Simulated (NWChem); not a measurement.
System: propyne (C3H4); SMILES C#CC

Input file for NWChem:

```
start job
memory heap 200 mb stack 900 mb global 1100 mb
geometry units angstroms noautoz
  C     -0.000328    -1.232770    -0.001813
  C     -0.001502     0.220758     0.000005
  C     -0.002452     1.431562    -0.001731
  H     -0.754431    -1.627177    -0.700458
  H     -0.226679    -1.631468     0.999233
  H      0.981209    -1.627193    -0.307400
  H     -0.005144     2.505555    -0.005438
end
basis spherical
  * library 3-21g
end
dft
  xc b3lyp
  iterations 150
  mulliken
end
task dft energy
```

Geometry: optimised at PBE0/def2-SVP. B3LYP is NWChem's, with the RPA form of VWN correlation.

Task: Give the results of this calculation. (B3LYP/3-21G.) Quantities: basis functions; energy (Ha); highest occupied level (eV); orbital gap (eV); dipole (D).

Result: 
```yaml
number_of_basis_functions: 35
energy (Ha): -116.02
highest occupied level (eV): -7.22
orbital gap (eV): 8.97
dipole (D): 0.72
```
